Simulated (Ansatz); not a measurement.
Input file:

```yaml
crystal:
  periodic: [false, false, false]
  atoms:
    - {symbol: Ge, position_ang: [0.088881, 0.000000, 0.271512]}
    - {symbol: B, position_ang: [-0.580830, 0.000000, -1.573511]}
    - {symbol: H, position_ang: [-0.175536, 0.000000, -2.690078]}
basis:
  gaussian: {orbitals: cc-pVTZ}
magnetization: {spin_polarized: false}
correlation: {method: bccd_t, electrons: outside_noble_gas}
```

```sh
$ ansatz run in.yaml --threads 1 --pin off --events-out ev --progress --plain --max-ram 2393MiB
```

Log:

```
540 factors; integrals over basis functions are off by at most 8.5e-4 eV
mean field evaluation 1: about -57157.6337 eV, gradient 1.1e1 eV
mean field evaluation 2: about -57157.6897 eV, gradient 1.1e1 eV
mean field evaluation 4: about -57158.4539 eV, gradient 2.3e0 eV
mean field evaluation 8: about -57158.4998 eV, gradient 4.6e-1 eV
mean field evaluation 16: about -57158.5078 eV, gradient 2.0e-6 eV
mean field evaluation 32: about -57158.5084 eV, gradient 2.8e-2 eV
mean field evaluation 64: about -57157.6337 eV, gradient 1.1e1 eV
mean field evaluation 96: about -57158.5084 eV, gradient 2.8e-2 eV
mean field evaluation 128: about -57158.5083 eV, gradient 1.2e-2 eV
mean field evaluation 160: about -57158.5018 eV, gradient 1.7e-2 eV
mean field evaluation 192: about -57158.4986 eV, gradient 3.3e-1 eV
mean field evaluation 224: about -57158.5028 eV, gradient 7.4e-1 eV
mean field -57158.50840750 eV, -2100.5364405472 hartree, gradient 9.1e-7 eV, S^2 0.000000; 9 other end points of the search recorded, 0 dependent functions left out; unrestricted orbitals would lower it
mean field evaluation 256: about -57159.5511 eV, gradient 6.8e-4 eV
determinant -57158.50840750 eV, -2100.5364405472 hartree, with singles and doubles -57164.13462276 eV, -2100.7432001444 hartree
determinant -57158.50775851 eV, -2100.5364166973 hartree, with singles and doubles -57164.13402647 eV, -2100.7431782309 hartree
determinant -57158.49724709 eV, -2100.5360304095 hartree, with singles and doubles -57164.11830737 eV, -2100.7426005648 hartree
determinant -57158.50840750 eV, -2100.5364405472 hartree, with singles and doubles -57164.02410670 eV, -2100.7391387540 hartree
determinant -57158.50775851 eV, -2100.5364166973 hartree, with singles and doubles -57164.02399501 eV, -2100.7391346494 hartree
determinant -57158.49724709 eV, -2100.5360304095 hartree, with singles and doubles -57164.00638372 eV, -2100.7384874466 hartree
unrestricted determinant -57159.55105851 eV, -2100.5747572649 hartree, S^2 1.1281
15 core orbitals not correlated: weight in the atoms' cores, before any rotation towards them, 1.000 or more for the frozen orbitals, at most 0.000 for the correlated occupied ones
reference -57158.50775851 eV, -2100.5364166973 hartree; 4, 4 occupied and 68, 68 virtual orbitals, 540 factors
second order -4.66251524 eV of doubles, -0.00000000 eV of singles
cycle   1  -5.50083917 eV  change    1.5e-2 eV  update   1.6e-2
cycle   2  -5.49723479 eV  change    3.6e-3 eV  update   5.0e-3
cycle   3  -5.49789916 eV  change   -6.6e-4 eV  update   1.8e-3
cycle   4  -5.49707488 eV  change    8.2e-4 eV  update   5.9e-4
cycle   5  -5.49716716 eV  change   -9.2e-5 eV  update   3.6e-4
cycle   6  -5.49726364 eV  change   -9.6e-5 eV  update   2.2e-4
cycle   7  -5.49725368 eV  change    1.0e-5 eV  update   1.3e-4
cycle   8  -5.49728568 eV  change   -3.2e-5 eV  update   6.0e-5
cycle   9  -5.49728386 eV  change    1.8e-6 eV  update   2.5e-5
cycle  10  -5.49727954 eV  change    4.3e-6 eV  update   1.1e-5
cycle  11  -5.49727895 eV  change    6.0e-7 eV  update   5.7e-6
perturbative correction -0.31961591 eV, -0.0117456682 hartree
Total energy: -57164.32465337 eV, -2100.7501836405 hartree
```

Ran on 1 thread of Intel Xeon Platinum 8259CL, shared host: 18 s wall, 0.23 GiB peak host memory.
